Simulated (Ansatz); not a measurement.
How methods differ on H3PO2 (SMILES O=[PH2]O)

H3PO2: 6 atoms, total charge 0, spin state singlet. As SMILES, `O=[PH2]O`. The coordinates come from a GFN2-xTB relaxation. This is one conformer, not always the lowest.

```xyz
6

O    -0.2881   -1.5169   -0.9086
P    -0.1619   -0.1801   -0.3715
O     0.5355   -0.1851    1.0669
H    -1.3513    0.5063   -0.1566
H     0.6162    0.7035   -1.1105
H     0.6496    0.6723    1.4802
```

Each level gives the energy change with the O3–H6 bond stretched from 0.959 to 1.438 Å (eV). The values are calculated.

```json
{"level": "HF/STO-3G (restricted)", "kind": "Hartree–Fock", "program": "Ansatz", "value (eV)": "3.11", "less CCSDT/STO-3G": "+1.33", "CPU time (all runs)": "0.26 s"}
{"level": "SVWN5/STO-3G (restricted)", "kind": "LDA", "program": "Ansatz", "value (eV)": "1.78", "less CCSDT/STO-3G": "0.00", "CPU time (all runs)": "1.8 s"}
{"level": "BLYP/STO-3G (restricted)", "kind": "GGA", "program": "Ansatz", "value (eV)": "1.49", "less CCSDT/STO-3G": "-0.29", "CPU time (all runs)": "2.8 s"}
{"level": "PBE/STO-3G (restricted)", "kind": "GGA", "program": "Ansatz", "value (eV)": "1.61", "less CCSDT/STO-3G": "-0.17", "CPU time (all runs)": "2.7 s"}
{"level": "r2SCAN/STO-3G (restricted)", "kind": "meta-GGA", "program": "Ansatz", "value (eV)": "1.89", "less CCSDT/STO-3G": "+0.11", "CPU time (all runs)": "6.6 s"}
{"level": "PBE0/STO-3G (restricted)", "kind": "global hybrid", "program": "Ansatz", "value (eV)": "2.10", "less CCSDT/STO-3G": "+0.32", "CPU time (all runs)": "2.9 s"}
{"level": "wB97M-V/STO-3G (restricted)", "kind": "range-separated hybrid", "program": "Ansatz", "value (eV)": "2.14", "less CCSDT/STO-3G": "+0.36", "CPU time (all runs)": "47 s"}
{"level": "B2PLYP/STO-3G (restricted)", "kind": "double hybrid", "program": "Ansatz", "value (eV)": "2.07", "less CCSDT/STO-3G": "+0.29", "CPU time (all runs)": "4 s"}
{"level": "CCSDT(Q)/STO-3G (restricted)", "kind": "coupled cluster or CI", "program": "Ansatz", "value (eV)": "1.77", "less CCSDT/STO-3G": "-0.01", "CPU time (all runs)": "1.3 s"}
{"level": "CCSDT/STO-3G (restricted)", "kind": "coupled cluster or CI", "program": "Ansatz", "value (eV)": "1.78", "less CCSDT/STO-3G": "0.00", "CPU time (all runs)": "1.2 s"}
```

Differences are taken from CCSDT/STO-3G (restricted) for orientation; it has basis-set and higher-order errors of its own. Its T1 diagnostic reaches 0.022, a sign that one reference may not serve. The first shape isn't each level's own minimum. The values span 1.49 to 3.11 eV. All rows use very small basis sets, so none should be taken for the real molecule's value. Times are those of the runs behind each value, whatever else they computed, on shared processors of several kinds: orders of magnitude only.
